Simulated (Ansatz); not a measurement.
A nudged elastic band was laid between two geometries of BFH3N + H2 (8 atoms, charge 0, multiplicity 1).

Computed with RKS PBE/def2-SVP in Ansatz.

* movable images: 7
* climbing image: yes
* spring: 5.0 eV/Å²
* optimiser: quadratic models (default)
* start path: through a guess of the saddle point
* force threshold: 0.03 eV/Å
* iteration limit: 60
* end points: relaxed

First end point:

```xyz
8
Properties=species:S:1:pos:R:3
B 0.112 -0.306 -0.502
F 0.055 0.049 0.801
N 1.359 -0.508 -1.104
H 2.242 -0.399 -0.602
H 1.459 -0.776 -2.082
H -0.926 -0.440 -1.124
H -0.145 2.784 2.503
H -0.121 2.121 2.114
```

Last end point:

```xyz
8
Properties=species:S:1:pos:R:3
B 0.065 0.464 -0.417
F 0.074 0.332 2.333
N 1.250 -0.075 -0.905
H 1.292 -0.967 -1.400
H 2.165 0.358 -0.772
H -0.997 -0.091 -0.597
H 0.122 1.555 0.145
H 0.063 0.950 1.618
```

(1) What changes between the two ends?

(2) Give the energies along the band, and the barrier.

(3) What is the geometry of the highest image?

Answers

(1) Bonds broken: B1–F2, H7–H8. Bonds formed: B1–H7, F2–H8. BFH3N + H2 becomes BH4N + FH.

(2) It converged. The highest image is number 6 of 0 to 8, 2.00 eV above the first end and 0.77 eV above the last; the last end lies 1.23 eV above the first. The profile has 2 maxima (images 3, 6) with wells between them (image 5): this band takes more than one step, which may be the mechanism or a detour left from its start path. Neighbouring images differ by up to 1.9 eV, so the band resolves the path poorly. A vibrational analysis at the climbing image gives one clearly imaginary mode, 930i cm⁻¹: a first-order saddle point. The orbitals stay closed-shell, which can raise the energy where a bond breaks towards radicals; this wasn't checked here.

```
image  path coordinate (Å)  energy (eV)  B1–F2 (Å)  H7–H8 (Å)  B1–H7 (Å)
    0                 0.00         0.00       1.35       0.77       4.32
    1                 1.48         0.01       1.35       0.77       3.60
    2                 2.97         0.02       1.35       0.77       3.04
    3                 4.44         0.50       1.34       0.77       3.54
    4                 5.92         0.49       1.35       0.77       3.57
    5                 7.39         0.11       1.35       0.77       2.56
    6                 8.87         2.00       1.71       1.01       1.37
    7                 9.44         1.40       2.25       1.38       1.25
    8                10.01         1.23       2.75       1.59       1.23
```

(3) 
```xyz
8
Properties=species:S:1:pos:R:3
B 0.079 0.255 -0.007
F 0.272 0.204 1.693
N 1.248 -0.031 -0.754
H 1.293 -0.859 -1.345
H 2.161 0.375 -0.554
H -0.986 -0.250 -0.286
H -0.094 1.604 0.166
H 0.061 1.227 1.093
```

The run took 6.6 min on 1 thread of Arm Neoverse V2, with other jobs on the host, peak memory 0.11 GiB.
